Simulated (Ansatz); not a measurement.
**Al₂H₂ (quintet): the correlation ladder, def2-QZVPP**

The task here is to estimate one member of a computed series from the others.

The runs use Ansatz 0.2.0, Gaussian basis; def2-QZVPP, core rule «outside noble gas», up to 10 orbitals frozen.

The runs, in order: UHF; ROHF; CCSD(T) on UHF.

2 further runs of the same task are left out: 2 set aside as unsound or not needed.

## What is computed

The geometry is a PBE0/def2-TZVP stationary point (not a proven minimum) of the parent state, kept for this charge and spin.

4 atoms, charge 0, spin multiplicity 5.

Atoms are counted from 1 here; the program's logs count them from 0.

Bond lengths: Al1–Al2 2.300 Å, Al1–H3 1.575 Å, Al2–H4 1.575 Å. Angles: Al2–Al1–H3 180.0°, Al1–Al2–H4 180.0°.

As a file:

```xyz
4
Al2H2
Al    0.0000    0.0000    1.1500
Al    0.0000    0.0000   -1.1500
H     0.0000    0.0000    2.7245
H     0.0000    0.0000   -2.7245
```

The first run:

in.yaml

```yaml
crystal:
  periodic: [false, false, false]
  atoms:
    - {symbol: Al, position_ang: [0.000000, 0.000000, 1.150006]}
    - {symbol: Al, position_ang: [0.000000, 0.000000, -1.150006]}
    - {symbol: H, position_ang: [0.000000, 0.000000, 2.724549]}
    - {symbol: H, position_ang: [0.000000, 0.000000, -2.724549]}
basis:
  gaussian: {orbitals: "def2-QZVPP.json"}
magnetization: {spin_polarized: true, initial_magnetization: 4}
hamiltonian: {xc: hf}
output: {orbitals: {seedname: orbitals}}
```

Started as:

```
> ansatz run in.yaml --threads 1 --pin off --events-out ev --progress --plain --max-ram 2393MiB
```

Among the steps run: UHF; ROHF; CCSD(T) on UHF.

One of the session's tables, all rows but one given; the rest of the session is left out.

```
  method  from UCCSD(T) (meV)
    ROHF              +4224.3
     UHF              +4088.5
    UMP2              +1055.4
   UCCSD                    ?
UCCSD(T)                    0
```

**Question.** Estimate the row for UCCSD.

As computed: from UCCSD(T) (meV): +204.6. In the column «from UCCSD(T) (meV)» it lies between UCCSD(T) (0) and UMP2 (+1055.4).
